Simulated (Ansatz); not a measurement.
## How methods differ on BH2SF (SMILES FBS)

BH2SF: 5 atoms, total charge 0, spin state singlet. SMILES: `FBS`. Geometry: relaxed at PBE0-D4/def2-TZVP. This is one conformer, not always the lowest.

```xyz
5

F    -1.1191   -0.9059   -1.0692
B    -0.4128   -0.3391   -0.1061
S     0.9724    0.6986   -0.5794
H    -0.7120   -0.5309    1.0337
H     1.3214    1.0037    0.6796
```

Each level gives the energy change with the S3–H5 bond stretched from 1.342 to 2.683 Å (eV). The values are calculated.

```csv
level,kind,program,value (eV),less FCI/STO-3G
SVWN5/STO-3G (restricted),LDA,Ansatz,5.38,+1.52
BLYP/STO-3G (restricted),GGA,Ansatz,4.92,+1.06
PBE/STO-3G (restricted),GGA,Ansatz,5.12,+1.26
r2SCAN/STO-3G (restricted),meta-GGA,Ansatz,5.50,+1.64
B3LYP/STO-3G (restricted),global hybrid,Ansatz,5.58,+1.72
r2SCAN0/STO-3G (restricted),hybrid meta-GGA,Ansatz,6.13,+2.27
HSE06/STO-3G (restricted),range-separated hybrid,Ansatz,5.87,+2.01
RPA@PBE/STO-3G (restricted),RPA,Ansatz,4.69,+0.83
CCSDT/STO-3G (restricted),coupled cluster or CI,Ansatz,3.87,+0.01
FCI/STO-3G,exact in the basis,Ansatz,3.86,0.00
```

FCI/STO-3G is exact within its basis and frozen core, so for wave-function methods in that basis the difference is their error; functionals converge differently with the basis, so for them it is only a difference. The first shape isn't each level's own minimum. The values span 3.86 to 6.13 eV. All rows use very small basis sets, so even the best lies far from the true value.
